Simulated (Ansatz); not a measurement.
# PH₃− (doublet): RPA-PBE over vertical spin and charge gaps, aug-cc-pVTZ

How well do these functionals follow the top wave-function level for PH₃− (doublet) over vertical spin and charge gaps?

The runs use Ansatz 0.2.0, Gaussian basis; aug-cc-pVTZ, all electrons in the functionals, frozen cores in the correlation of double hybrids and RPA.

Plan: RPA-PBE, at charge -1, doublet; charge -1, quartet; charge 0, singlet; charge 0, triplet.

2 further runs of the same task are left out: 2 set aside as unsound or not needed.

## (1) The system

The geometry is a PBE0/def2-TZVPD stationary point (not a proven minimum).

4 atoms, charge -1, spin multiplicity 2.

Atoms are counted from 1 here; the program's logs count them from 0.

Bond lengths: P1–H2 1.439 Å, P1–H3 1.439 Å, P1–H4 1.439 Å. Angles: H2–P1–H3 93.3°, H2–P1–H4 93.3°, H3–P1–H4 93.3°.

No dispersion term is added.

The geometry shown and the zero of energy belong to the point charge -1, doublet. The yardstick, UCCSDT(Q), and other wave-function levels (R restricted, U unrestricted, valence and pair active spaces) come from earlier runs.

## (2) RPA-PBE, charge -1, doublet

The input, in.yaml:

```yaml
crystal:
  periodic: [false, false, false]
  atoms:
    - {symbol: P, position_ang: [0.001751, 0.002274, -0.069394]}
    - {symbol: H, position_ang: [1.190325, -0.014566, 0.741584]}
    - {symbol: H, position_ang: [-0.630487, 1.018495, 0.729511]}
    - {symbol: H, position_ang: [-0.613631, -1.073821, 0.661360]}
basis:
  gaussian: {orbitals: aug-cc-pVTZ}
total_charge: -1
magnetization: {spin_polarized: true, initial_magnetization: 1}
hamiltonian: {xc: {name: PBE}}
correlation: {method: rpa, electrons: outside_noble_gas}
```

Started as:

```console
> ansatz run in.yaml --threads 2 --pin off --events-out ev --progress --plain --max-ram 24576MiB --backend cuda --devices 0, --max-vram 18GiB
```

After this run come: RPA-PBE, charge -1, quartet; RPA-PBE, charge 0, singlet; RPA-PBE, charge 0, triplet.

**Question.** What will the summary of the whole plan be? Wanted: doublet to quartet, UCCSDT(Q); removing an electron; largest miss, RPA-PBE (for each run or level that gives them).

**Answer**, as computed:

| quantity | value |
| --- | --- |
| doublet to quartet, UCCSDT(Q) | 558.8 kJ/mol |
| removing an electron (singlet), UCCSDT(Q) | -52.9 kJ/mol |
| removing an electron (triplet), UCCSDT(Q) | 522.8 kJ/mol |
| largest miss, RPA-PBE | +23.2 kJ/mol (removing an electron (singlet)) |

**Reading.** RPA-PBE strays by up to 23.2 kJ/mol, at removing an electron (singlet). Functionals and the yardstick converge differently with the basis, so part of each miss in aug-cc-pVTZ is the basis.
